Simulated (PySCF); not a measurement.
Isomers of C4H9F and their computed core-level spectra.

Method used: PySCF, delta-SCF UKS SCAN, pcX-2 on the ionised atom, pcseg-1 elsewhere, spin-free X2C. Geometries: PBE0-D3(BJ)/def2-SVP; isolated species, one conformer each.

Line lists (1s up to Mg, 2p3/2 beyond; areas count atoms within a level, one atom standing for each set equivalent by bonding):
1. C 1s: 290.65 (area 1), 290.80 (area 1), 290.88 (area 1), 292.84 (area 1) eV; F 1s: 691.97 eV
2. C 1s: 290.75 (area 3), 292.87 (area 1) eV; F 1s: 691.71 eV
3. C 1s: 290.59 (area 2), 290.89 (area 1), 292.88 (area 1) eV; F 1s: 692.26 eV

Structures:
A. `CC(C)CF`
B. `CC[C@H](C)F`
C. `CC(C)(C)F`

Task: Which list belongs to which compound?

Result: 
- 1 = B: no other candidate has these counts of sites. C 1s: 290.65 methyl carbon, 290.80 chain CH2 carbon, 290.88 methyl carbon, 292.84 sp3 C–F carbon; F 1s: 691.97 alkyl fluorine.
- 2 = C: no other candidate has these counts of sites. C 1s: 290.75 methyl carbon (×3), 292.87 sp3 C–F carbon; F 1s: 691.71 alkyl fluorine.
- 3 = A: no other candidate has these counts of sites. C 1s: 290.59 methyl carbon (×2), 290.89 sp3 CH carbon, 292.88 sp3 C–F carbon; F 1s: 692.26 alkyl fluorine.
